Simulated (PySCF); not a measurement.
## Basis-set dependence of SH at CCSD(T)

PySCF, UHF reference; doublet, unpaired electrons π ↑; De to H + S without counterpoise correction. Frozen cores follow the default of each basis and core potential.

```json
{"basis": "STO-3G", "relativity": "no relativity", "functions": "10", "Re (Å)": "1.371", "ωe (cm⁻¹)": "2892", "De (eV)": "n/a", "frozen orbitals": "5"}
{"basis": "pcseg-1", "relativity": "no relativity", "functions": "23", "Re (Å)": "1.352", "ωe (cm⁻¹)": "2718", "De (eV)": "3.39", "frozen orbitals": "5"}
{"basis": "6-311G(d,p)", "relativity": "no relativity", "functions": "32", "Re (Å)": "1.345", "ωe (cm⁻¹)": "2716", "De (eV)": "3.49", "frozen orbitals": "5"}
{"basis": "def2-SVPD", "relativity": "no relativity", "functions": "35", "Re (Å)": "1.354", "ωe (cm⁻¹)": "2707", "De (eV)": "3.53", "frozen orbitals": "5"}
{"basis": "aug-cc-pVDZ/aug-cc-pV(D+d)Z", "relativity": "no relativity", "functions": "41", "Re (Å)": "1.355", "ωe (cm⁻¹)": "2682", "De (eV)": "3.53", "frozen orbitals": "5"}
{"basis": "x2c-TZVPPall", "relativity": "spin-free X2C", "functions": "56", "Re (Å)": "1.341", "ωe (cm⁻¹)": "2700", "De (eV)": "3.67", "frozen orbitals": "5"}
{"basis": "def2-TZVPPD", "relativity": "no relativity", "functions": "68", "Re (Å)": "1.342", "ωe (cm⁻¹)": "2705", "De (eV)": "3.69", "frozen orbitals": "5"}
```

Q: How does each smaller set differ from the one with most functions, def2-TZVPPD?

A: STO-3G: +2.9 pm, +6.9 % in ωe; pcseg-1: +1.0 pm, +0.5 % in ωe, -0.30 eV in De; 6-311G(d,p): +0.3 pm, +0.4 % in ωe, -0.20 eV in De; def2-SVPD: +1.2 pm, +0.1 % in ωe, -0.16 eV in De; aug-cc-pVDZ/aug-cc-pV(D+d)Z: +1.3 pm, -0.9 % in ωe, -0.16 eV in De; x2c-TZVPPall: -0.1 pm, -0.2 % in ωe, -0.02 eV in De. All at CCSD(T); the set with most functions is neither the basis-set limit nor always the best. The rows treat relativity differently, so the differences are not basis effects alone.

Correlated steps freeze 5 core orbitals. Correlated levels converge slowly with the basis: in double zeta they bind strong bonds too weakly, by up to about 1 eV, and carry superposition errors of some tenths. STO-3G is very small, so such numbers show the basis as much as the molecule. The state was picked by a PBE0 search and need not be the measured ground state.
